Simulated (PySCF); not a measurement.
Species, as SMILES: C (CH4).
Geometry (B3LYP-D3(BJ)/def2-TZVP, fixed):
```xyz
5

C      0.0000     0.0000     0.0000
H      0.6205     0.6269     0.6390
H     -0.6429    -0.6249     0.6185
H      0.6369    -0.6328    -0.6166
H     -0.6146     0.6308    -0.6409
```

Basis-set convergence of the lowest singlet excitation energy at PBE with PySCF. Tamm-Dancoff approximation; the state is taken by its order, and sets in which it differs in degeneracy or brightness are left out, yet its character can still change. All functions are spherical. Density fitting with generated auxiliary sets. No added dispersion term, no relativity. Reference: the value in d-aug-cc-pVTZ, 9.085 eV, itself unsure by roughly 0.053 eV (its mean distance from aug-pcseg-2, aug-cc-pVTZ).

| basis | functions | lowest singlet excitation energy (eV) |
|---|---|---|
| cc-pVDZ | 34 | 11.178 |
| 6-311+G** | 46 | 9.565 |
| def2-SVPD | 52 | 9.938 |
| aug-cc-pVDZ | 59 | 9.167 |
| 6-311++G(2d,2p) | 67 | ? |
| def2-TZVPD | 73 | 9.564 |
| d-aug-cc-pVDZ | 84 | 9.053 |
| def2-TZVPP | 87 | ? |
| aug-cc-pVTZ | 138 | 9.148 |
| aug-pcseg-2 | 138 | 9.127 |
| def2-QZVPP | 177 | ? |
| d-aug-cc-pVTZ | 190 | 9.085 |
| def2-QZVPPD | 195 | ? |

### Question
What belongs in the gaps?

### Answer

- 6-311++G(2d,2p), lowest singlet excitation energy (eV): 9.205
- def2-TZVPP, lowest singlet excitation energy (eV): 10.604
- def2-QZVPP, lowest singlet excitation energy (eV): 9.950
- def2-QZVPPD, lowest singlet excitation energy (eV): 9.384
